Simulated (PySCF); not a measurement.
Compound: 1,3,4-thiadiazole, C₂H₂N₂S.
Atom-mapped SMILES: `[cH:1]1[n:2][n:3][cH:4][s:5]1`

Structure used (GFN2-xTB), in Å, numbered top down from 1:
```
atom  x, y, z in Å
C1     1.1656    0.1274    0.0119
N2     0.7246   -0.9077    0.6237
N3    -0.5958   -0.9556    0.6974
C4    -1.1760    0.0417    0.1415
S5    -0.0814    1.1948   -0.5607
H6     2.2047    0.3335   -0.1441
H7    -2.2383    0.1709    0.1028
```

NICS = −σ at a ghost point: NICS(0) at the centroid of the ring atoms, NICS(1) 1 Å to either side along the normal of their mean plane, zz for the tensor component along that normal. Level: GIAO PBE0/pcSseg-1 (PySCF, non-relativistic, gas phase) on the GFN2-xTB geometry, one conformer.

Ring bond lengths (Å), with Mayer bond orders in brackets: C1–N2 1.281 (1.67), N2–N3 1.323 (1.20), N3–C4 1.281 (1.67), C4–S5 1.738 (1.13), S5–C1 1.738 (1.13).

**Question.** What do the NICS probes read (ppm)?

**Answer.** 
```tsv
ring	type	NICS(0)	NICS(1), two faces	NICS(1)zz, two faces	rms pucker (Å)	centre to ring atoms, mean (Å)
C1–N2–N3–C4–S5	5-membered ring with 2 N and S; formal bonds all aromatic	-14.3	-13.6 / -13.6	-32.9 / -32.9	0.00	1.24
```

**Question.** What do they say, and how far can they be read as aromaticity?

**Answer.** 
- C1–N2–N3–C4–S5: mean NICS(1)zz -32.9 ppm, shielded. For a flat ring without four-coordinate atoms the NICS criterion counts such a value as aromatic.

**Question.** What does the geometric index give? HOMA takes Krygowski's 1993 parameters.

**Answer.** 
- C1–N2–N3–C4–S5: HOMA 0.75; the largest term is that of S5–C1, α(R − Ropt)² = 0.36. The geometric and the magnetic index point the same way.

**Question.** What field does 1 T along the ring normal induce along that normal at the first NICS(1) probe listed for ring C1–N2–N3–C4–S5, 1 Å off the ring?

**Answer.** NICSzz × B0 = -32.9 ppm × 1 T = -33 μT, against the applied field.

**Question.** What are the shieldings of the ring atoms and their hydrogens in the same run (means over atoms taken as equivalent)?

**Answer.** 
```tsv
atoms	environment	σ isotropic (ppm)	principal values of the symmetric part, first atom (ppm)
C1 (×2)	aromatic CH next to a ring nitrogen	34.2	-48.3, 46.2, 104.6
N2 (×2)	pyridine-type nitrogen	-137.5	-457.8, -116.8, 162.3
S5	thiophene-type sulfur	214.8	-51.4, 253.5, 442.3
H6 (×2)	aromatic hydrogen	23.01	20.1, 21.6, 27.4
```
